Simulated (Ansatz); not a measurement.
# Nickel, fcc under LDA: testing the plane-wave cutoff

A convergence test of the plane-wave cutoff. The geometry was relaxed under LDA beforehand and stays fixed; 9 values are run, from 150 to 800 eV. Wanted are the values from which on the energy stays within 10 and 1 meV/atom, and the pressure within 0.5 GPa, of the last run. Within the series other settings stay, but some runs also write fields, which adds to their time. The moments start as that relaxation left them.

Computed with Ansatz 0.2.0 (DFT LDA, plane waves with PAW, scalar-relativistic, unless a step says otherwise).

## 1. The structure to begin with

Symmetry: Fm-3m, No. 225, cubic system. The conventional cell has a = 3.425 Å, b = 3.425 Å, c = 3.425 Å, α = 90.00°, β = 90.00°, γ = 90.00°. Ni (site symmetry m-3m) is surrounded by 12 Ni at 2.42 Å.

Coordinates:

```cif
data_structure
_symmetry_space_group_name_H-M 'P 1'
_symmetry_Int_Tables_number 1
_cell_length_a 2.4218
_cell_length_b 2.4218
_cell_length_c 2.4218
_cell_angle_alpha 60.000
_cell_angle_beta 60.000
_cell_angle_gamma 60.000
_cell_volume 10.04
loop_
_atom_site_label
_atom_site_type_symbol
_atom_site_fract_x
_atom_site_fract_y
_atom_site_fract_z
_atom_site_occupancy
Ni1 Ni 0.00000 0.00000 0.00000 1
```

The atoms start with moments of +0.61 μB.

## 2. The usual settings first

The input, input.yaml:

```yaml
crystal:
  lattice:
    - [0.0, 1.7124646296, 1.7124646296]
    - [1.7124646296, 0.0, 1.7124646296]
    - [1.7124646296, 1.7124646296, 0.0]
  atoms:
    - { symbol: Ni, position: [0.0, 0.0, 0.0], spin: 0.607 }
hamiltonian:
  xc: lda
  pseudopotentials:
    kind: paw
    azcp:
      Ni: "pseudopotentials/Ni.paw.azcp"
basis:
  ecutwfc: 420
  fft_grid_basis: typed
kpoints:
  mp_grid: { grid: [26, 26, 26], shift: [0, 0, 0] }
magnetization:
  spin_polarized: true
scf:
  occupations: { method: fermi_dirac, width: 0.05 }
  lower_state_search: "off"
output:
  stress: true
```

Launch:

```
ansatz run input.yaml --threads 2 --pin off --max-ram 5120MiB --backend cpu --events-out ev --progress --plain --runs-dir out
```

## 3. Cutoff 150 eV

The run at 150 eV.

input.yaml: that of step 2 with these lines changed.

```diff
@@ -14,6 +14,6 @@
 basis:
-  ecutwfc: 420
+  ecutwfc: 150
   fft_grid_basis: typed
 kpoints:
-  mp_grid: { grid: [26, 26, 26], shift: [0, 0, 0] }
+  mp_grid: { grid: [16, 16, 16], shift: [0, 0, 0] }
 magnetization:
```

## 4. Cutoff 200 eV

The run at 200 eV.

input.yaml: that of step 3 with these lines changed.

```diff
@@ -14,3 +14,3 @@
 basis:
-  ecutwfc: 150
+  ecutwfc: 200
   fft_grid_basis: typed
@@ -25 +25,5 @@
   stress: true
+  write_density: true
+  write_potential: true
+  elf: true
+  volumetric_format: npy
```

## 5. Cutoff 250 eV

The run at 250 eV.

input.yaml: that of step 4 with these lines changed.

```diff
@@ -14,3 +14,3 @@
 basis:
-  ecutwfc: 200
+  ecutwfc: 250
   fft_grid_basis: typed
@@ -25,5 +25 @@
   stress: true
-  write_density: true
-  write_potential: true
-  elf: true
-  volumetric_format: npy
```

## 6. Cutoff 300 eV

The run at 300 eV.

input.yaml: that of step 5 with these lines changed.

```diff
@@ -14,3 +14,3 @@
 basis:
-  ecutwfc: 250
+  ecutwfc: 300
   fft_grid_basis: typed
```

## 7. Cutoff 350 eV

The run at 350 eV.

input.yaml: that of step 6 with these lines changed.

```diff
@@ -14,3 +14,3 @@
 basis:
-  ecutwfc: 300
+  ecutwfc: 350
   fft_grid_basis: typed
```

## 8. Cutoff 420 eV

The run at 420 eV.

input.yaml: that of step 7 with these lines changed.

```diff
@@ -14,3 +14,3 @@
 basis:
-  ecutwfc: 350
+  ecutwfc: 420
   fft_grid_basis: typed
```

## 9. Cutoff 500 eV

The run at 500 eV.

input.yaml: that of step 8 with these lines changed.

```diff
@@ -14,3 +14,3 @@
 basis:
-  ecutwfc: 420
+  ecutwfc: 500
   fft_grid_basis: typed
```

## 10. Cutoff 600 eV

The run at 600 eV.

input.yaml: that of step 9 with these lines changed.

```diff
@@ -14,3 +14,3 @@
 basis:
-  ecutwfc: 500
+  ecutwfc: 600
   fft_grid_basis: typed
@@ -25 +25,5 @@
   stress: true
+  write_density: true
+  write_potential: true
+  elf: true
+  volumetric_format: npy
```

## 11. Cutoff 800 eV

The run at 800 eV.

input.yaml: that of step 10 with these lines changed.

```diff
@@ -14,3 +14,3 @@
 basis:
-  ecutwfc: 600
+  ecutwfc: 800
   fft_grid_basis: typed
```

(Steps that only read results are left out.)

**Question.** What will these runs give?

As calculated:

| quantity | value |
| --- | --- |
| E(σ → 0) stays within 10 meV/atom of 800 eV | from 420 eV on |
| E(σ → 0) stays within 1 meV/atom | not reached before 800 eV |
| pressure stays within 0.5 GPa | from 350 eV on |
| pressure at 800 eV | -0.49 GPa |
| CPU time, dearest over cheapest | 6.2 |
| run at the usual settings (mesh 26×26×26 against the series' 16×16×16, 420 eV) | +5.2 meV/atom from 800 eV, -0.36 GPa |

In words: The far end, 150 eV, lies +90869 meV/atom and +459.8 GPa from the yardstick. The energy falls at each step up in cutoff, as the variational principle asks. The total energy has not settled to 1 meV/atom before the last cutoff. The largest moment goes from 0.60 μB at 800 eV to 0.00 μB at 150 eV. The cell taken over is 8 % smaller than the measured one (10.94 Å³/atom, COD), which weighs on all values here.
